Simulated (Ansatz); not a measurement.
The cluster Si2H3⁻, relaxed as a triplet with UKS PBE0-D4/def2-TZVPD in Ansatz, starting from the PBE0-D4/def2-TZVPD geometry of the charge -1 singlet. Force threshold 0.02 eV/Å.

The relaxation made no stability test and no search for a lower SCF solution. At PBE0-D4/def2-TZVPD a singlet of charge -1 lies 0.80 eV below the triplet, each at its own geometry. The structure comes from a short search, and lower isomers may exist.

Start:

Cartesian coordinates in Å:
```
Si -1.437 -0.915 0.166
Si 0.207 0.526 0.113
H -0.519 -1.943 -0.525
H 1.617 0.400 -0.412
H 0.132 1.932 0.658
```

```csv
step,energy (eV),largest force component (eV/Å),SCF passes
1,-15795.5163,2.626,17
2,-15795.7808,0.699,20
3,-15795.8838,0.479,25
4,-15795.9544,0.595,25
5,-15796.0832,0.296,26
6,-15796.1527,0.624,27
7,-15796.2190,0.719,26
8,-15796.3134,0.403,27
9,-15796.3147,0.689,27
10,-15796.3481,0.186,21
11,-15796.3516,0.039,21
12,-15796.3520,0.012,22
```

Force components are those of the run's own axes.

End:

```xyz
5

Si   -0.775   -1.265    0.492
Si    0.369    0.621   -0.289
H    -1.324   -1.860   -0.808
H     1.820    0.621    0.173
H    -0.091    1.882    0.432
```

By distances, no bond broke or formed. The bond that changes most is Si1–Si2, from 2.19 to 2.34 Å (atoms count from 1).

No frequencies were taken in this run, so the end may be a saddle point.

Hardware: 4 threads of AMD EPYC 7B13 on a shared host. Wall time 9.5 s.
